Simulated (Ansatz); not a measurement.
SiO2⁻. The state is a quartet with charge -1. Geometry PBE0-D4/def2-TZVPD; atoms count from 1.

```csv
atom,x (Å),y (Å),z (Å)
Si1,0.226,-0.301,-0.564
O2,1.071,0.536,0.551
O3,-1.297,-0.235,0.013
```

The highest occupied level of the charge -1 quartet lies above zero (up to 1.67 eV). The electron is either unbound and held by the finite basis, or the level is raised by self-interaction error. At PBE0-D4/def2-TZVPD a doublet of charge -1 lies 4.07 eV below the quartet, each at its own geometry. The structure comes from a short search, and lower isomers may exist.

Estimate the Mulliken populations from the PBE0/def2-TZVPD orbitals of Ansatz.


| atom | charge (e) | spin (α − β) |
| --- | --- | --- |
| Si1 | -0.08 | 1.39 |
| O2 | -0.46 | 0.80 |
| O3 | -0.46 | 0.80 |
Mulliken values depend strongly on the basis. With diffuse functions, as here, like atoms can get unlike values, and bond orders can come out too low or too high.

Where does the spin sit?

Summed by element: Si 1.39, O 1.61, of 3 unpaired in all. Largest on single atoms: Si1 1.39, O2 0.80, O3 0.80.

And the Mayer bond orders between heavy atoms (over 0.3)?

Si1–O2 1.54 (1.63 Å); Si1–O3 1.54 (1.63 Å).
